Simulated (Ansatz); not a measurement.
Reaction (SMILES): [H][H] (H2) → 2 H atom
B3LYP-D3(BJ)/def2-TZVP geometries, fixed; electronic energies without zero-point terms.
Largest species:
```
H
H 1 0.7440
```
Charge 0, spin multiplicity 1.

Effect of the final integration grid (spheres per factor e of radius in core and valence, angular degree) at PBE0/aug-cc-pVTZ with Ansatz (a quantum-chemistry and plane-wave program), against the last row, where the bond dissociation energy is 104.30 kcal/mol. Open shells are unrestricted. The default's grid is 13, 11, 36.

| setting | largest shift of a total energy (mEh) | shift of the bond dissociation energy (kcal/mol) |
|---|---|---|
| accuracy: medium (default) | 0.000 | 0.000 |
| final_grid: 4, 3, 11 | -0.778 | 0.479 |
| final_grid: 6, 5, 17 | -0.021 | 0.014 |
| final_grid: 8, 7, 23 | 0.000 | 0.000 |
| final_grid: 10, 9, 29 | 0.000 | 0.000 |
| final_grid: 18, 15, 47 | 0.000 | 0.000 |
| final_grid: 26, 22, 59 | 0.000 | 0.000 |

Within 0.02 kcal/mol in the bond dissociation energy: accuracy: medium (default); final_grid: 6, 5, 17; final_grid: 8, 7, 23; final_grid: 10, 9, 29; final_grid: 18, 15, 47. The largest shift is 0.778 mEh in a total energy and 0.479 kcal/mol in the difference.
